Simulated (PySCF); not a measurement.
## A small calculation by hand: entropy of an ideal gas

sulfur dioxide cation (O2S), SMILES O=S=O (connectivity only; charge and spin as stated), charge +1, multiplicity 2.

The structure is a stationary point at PBE0-D3(BJ)/def2-TZVP. The spin state was assumed, not searched.

PBE0-D3(BJ)/def2-TZVP (PySCF) gives the harmonic wavenumbers 424, 1153, 1345 cm⁻¹ and the rotational temperatures 4.6550, 0.4500, 0.4103 K. The molar mass is 64.06 g/mol, the symmetry number 2, the spin multiplicity 2.

### Question
Work out the entropy at 298.15 K and 1 atm in the rigid-rotor, harmonic-oscillator model.

### Answer

Translation (Sackur–Tetrode at 1 atm): S = R[1.5 ln M + 2.5 ln T − 1.16487] = 160.6 J/(mol K).
Rotation: q = (√π/σ) T^1.5/√(θA θB θC) = 4920, S = R[ln q + 3/2] = 83.2 J/(mol K).
Vibration: with u = 1.4388 ν/T, each mode gives R[u/(e^u − 1) − ln(1 − e^−u)]:
| ν (cm⁻¹) | modes | u | S (J/(mol K)) |
|---|---|---|---|
| 424 | 1 | 2.05 | 3.68 |
| 1153 | 1 | 5.56 | 0.21 |
| 1345 | 1 | 6.49 | 0.09 |
These are all the modes. Sum 4.0 J/(mol K).
Spin: R ln 2 = 5.8 J/(mol K).
Total 253.5 J/(mol K); the program's own thermochemistry gives 253.5. Translation makes up 63 % and vibration 2 %. Anharmonicity, hindered rotation and orbital degeneracy are left out.
